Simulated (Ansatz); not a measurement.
Ge (P4₃2₁2, No. 96, 12 atoms in the cell; start mp-137; another form than the element's usual one) was calculated with LDA in Ansatz (plane waves, PAW).

Settings: plane-wave cutoff 500 eV, 8×8×6 k mesh (along the axes of the cell as run), gaussian smearing 0.02 eV, scalar-relativistic PAW data made under PBE.

Cell (relaxed at this level):

Space group P4₃2₁2 (No. 96); a = b = 5.8769 Å, c = 6.9023 Å, α = β = γ = 90.00°

| atom | site | symmetry | x | y | z |
|---|---|---|---|---|---|
| Ge | 4a | ..2 | 0.0885 | 0.0885 | 0.0000 |
| Ge | 8b | 1 | 0.1720 | 0.3701 | 0.2562 |

What does this level give for the band gap?


band gap: 0.59 eV (on the SCF k mesh)

Note: the relaxation could not lower the start's symmetry, so the cell can be a saddle point above a distorted one.

Spin–orbit coupling is not included.

Computing time: around 7 core-minutes (rough).

A start named mp-… is a Materials Project structure, which need not be a measured phase.

Ansatz is an electronic-structure program.
